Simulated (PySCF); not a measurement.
## Working out the electron affinity of Al

Al⁻ [Ne] 3s2 3p2 (3P) → Al [Ne] 3s2 3p1 (2P). Computed with PySCF 2.14 in aug-cc-pwCVDZ, with no relativity, point nucleus. Frozen: nothing. Energies in hartree (1 hartree = 27.21139 eV):

```tsv
part	Al⁻ (lower)	Al (upper)
UHF	-241.874994	-241.874277
CCSD correlation	-0.189859	-0.178808
(T)	-0.003691	-0.002579
```

Question: What does Hartree-Fock give?

Answer: (-241.874277) − (-241.874994) = 0.000717 hartree = 0.020 eV.

Question: What do CCSD and CCSD(T) give?

Answer: The CCSD correlation energies differ by 0.011051 hartree = 0.301 eV and the triples by 0.001112 hartree = 0.030 eV, so CCSD gives 0.321 eV and CCSD(T) 0.351 eV.

A first-order spin-orbit estimate adds -0.003 eV to CCSD(T) (all electrons), giving 0.348 eV against 0.433 eV (measured; photodetachment measurements, as compiled on the Wikipedia data page of electron affinities).

A double-zeta basis recovers only part of the correlation energy.

What remains against the reference includes basis incompleteness and higher excitations.
